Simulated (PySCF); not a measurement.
**Vertical excitation energies**

Species: 2-propyne-1-thiol, C3H4S.
SMILES: `C(S)C#C`

Theory: TDDFT B3LYP/def2-SVPD, vertical, gas phase, core orbitals frozen in the response in PySCF. Geometry: GFN2-xTB, one conformer, isolated molecule. Torsions of this conformer, `[CH:1]#[C:2][CH2:3][SH:4]`: H–S4–C3–C2 -56°.

| state | E (eV) | λ (nm) | ν̃ (cm⁻¹) | f | \|μ\| (D) | main configurations (H = HOMO, L = LUMO) |
| --- | --- | --- | --- | --- | --- | --- |
| S1 | 5.17 | 239.8 | 41710 | 0.0027 | 0.37 | H→L (94%) |
| S2 | 5.74 | 215.9 | 46320 | 0.048 | 1.48 | H→L+1 (94%) |
| S3 | 6.16 | 201.4 | 49660 | 0.0052 | 0.47 | H-2→L (57%), H-1→L (26%) |
| S4 | 6.37 | 194.8 | 51340 | 0.012 | 0.70 | H→L+2 (80%) |
| S5 | 6.46 | 191.9 | 52110 | 0.038 | 1.25 | H-1→L (39%), H-2→L (30%), H-2→L+2 (10%) |
| S6 | 6.66 | 186.2 | 53710 | 0.0071 | 0.53 | H→L+3 (93%) |
| S7 | 6.75 | 183.6 | 54470 | 0.0046 | 0.42 | H-1→L+1 (65%), H-1→L+2 (14%) |
| S8 | 6.95 | 178.3 | 56090 | 0.0062 | 0.49 | H-2→L+1 (44%), H-1→L+2 (30%), H-1→L+1 (12%) |

Triplets (Tamm–Dancoff): T1 4.64 eV, H→L (94%); T2 5.21 eV, H→L+1 (33%), H-1→L (32%); T3 5.43 eV, H→L+1 (56%), H-1→L (22%).

The lowest singlet comes at 240 nm (499 kJ/mol) in the ultraviolet; it is very weak; its leading configuration is HOMO→LUMO (94%). The most intense listed level is S2 at 5.74 eV (216 nm, f = 0.048), 0.57 eV above S1. Löwdin shares by element: HOMO sulfur 74%, carbon 13% or more, hydrogen 6% or more; LUMO sulfur 46%, carbon 42%. The oscillator strengths of these states sum to 0.124; summed over the whole spectrum of an exact calculation they would give the number of electrons, 38 (Thomas–Reiche–Kuhn). The listed states span 1.78 eV, and the widest gap between neighbours is 0.57 eV (S1 to S2). Weighted by f, the mean energy of these states is 6.18 eV. Singlets were solved by full linear response, triplets in the Tamm–Dancoff approximation.

Hardware: Arm Neoverse V1, one thread, shared host. Cost: 6.0 s of wall time.
